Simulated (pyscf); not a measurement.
Hydrogen shift: `[CH]1=[CH][CH2]1` → `[C]1[CH2][CH2]1` [singlet]

Gas phase, singlet surface, charge 0. Bonds broken: C1–H4. Bonds formed: C2–H4. Optimised with ωB97X-D3(BJ)/def2-SVP in PySCF. MP2 and CC: frozen core, UHF for open shells. ΔMP2 is the change of the MP2 total energy from the triple- to the quadruple-zeta basis.

Transition state (Å):

```xyz
7

C      0.0197    -1.0973     0.6491
C      0.9460    -0.1819     0.1636
C      0.3336     0.2141     1.4329
H     -0.0896    -0.3962    -0.4869
H      1.7600    -0.0303    -0.5496
H      0.9004     0.0120     2.3479
H     -0.3733     1.0489     1.5071
```

One imaginary mode, 739i cm⁻¹; descent along it reached the two sides named.

```
bond   change  reactant side (Å)  saddle  product side
-----  ------  -----------------  ------  ------------
C1–H4  breaks              1.087   1.339         2.204
C2–H4   forms              2.304   1.242         1.097
```

Electronic energies relative to the reactant's lowest minimum found (kcal/mol):

```json
[
 {"level": "ωB97X-D3(BJ)/def2-TZVP", "barrier": "57.0", "reaction energy": "+43.2", "reverse barrier": "13.8"},
 {"level": "PBE/def2-TZVP", "barrier": "56.8", "reaction energy": "+46.9", "reverse barrier": "9.9"},
 {"level": "r²SCAN/def2-TZVP", "barrier": "56.9", "reaction energy": "+45.4", "reverse barrier": "11.6"},
 {"level": "B3LYP-D3(BJ)/def2-TZVP", "barrier": "58.8", "reaction energy": "+44.7", "reverse barrier": "14.1"},
 {"level": "PBE0-D3(BJ)/def2-TZVP", "barrier": "57.3", "reaction energy": "+45.7", "reverse barrier": "11.6"},
 {"level": "M06-2X/def2-TZVP", "barrier": "57.6", "reaction energy": "+46.1", "reverse barrier": "11.5"},
 {"level": "ωB97M-D3(BJ)/def2-TZVP", "barrier": "56.1", "reaction energy": "+43.1", "reverse barrier": "12.9"},
 {"level": "HF/def2-TZVP", "barrier": "57.7", "reaction energy": "+35.3", "reverse barrier": "22.4"},
 {"level": "MP2/def2-QZVPP", "barrier": "60.0", "reaction energy": "+51.3", "reverse barrier": "8.7"},
 {"level": "CCSD/def2-TZVPP", "barrier": "58.0", "reaction energy": "+43.0", "reverse barrier": "15.0"},
 {"level": "CCSD(T)/def2-TZVPP", "barrier": "57.8", "reaction energy": "+44.6", "reverse barrier": "13.3"},
 {"level": "CCSD(T)/def2-TZVPP + ΔMP2(QZVPP)", "barrier": "57.8", "reaction energy": "+44.9", "reverse barrier": "12.9"}
]
```

With CCSD(T)/def2-TZVPP + ΔMP2(QZVPP) energies and thermal terms (ideal gas, 1 atm, RRHO with modes under 100 cm⁻¹ raised to 100, one conformer, R ln 2 for rigid chiral ones), in kcal/mol:

| T (K) | ΔH‡ | ΔG‡ | ΔH | ΔG |
|---|---|---|---|---|
| 298 | 55.2 | 54.5 | +43.3 | +43.0 |
| 600 | 54.9 | 53.9 | +43.7 | +42.6 |
| 900 | 54.5 | 53.4 | +43.9 | +42.0 |
| 1200 | 54.1 | 53.2 | +44.1 | +41.3 |

The same reactants have a lower exit, to :HC–CH=CH₂ [singlet] (barrier +39.7 kcal/mol at ωB97M-D3(BJ), against +56.1 kcal/mol here). cyclic C₃H₄ (SMILES C1=CC1) lies 22.3 kcal/mol over its isomer H₂C=C=CH₂, and others may lie lower still (electronic energy, ωB97M-D3(BJ)). cyclic C₃H₄ (SMILES [C]1CC1) [singlet] lies 65.5 kcal/mol over its isomer H₂C=C=CH₂, and others may lie lower still (electronic energy, ωB97M-D3(BJ)). This is the saddle that the search found; another between the same sides may lie lower. A restricted singlet here is unstable towards spin polarisation, as is usual where a triplet lies low; its energy is less safe. The CCSD(T) − MP2 part came from Ansatz, without density fitting, on the same reference.
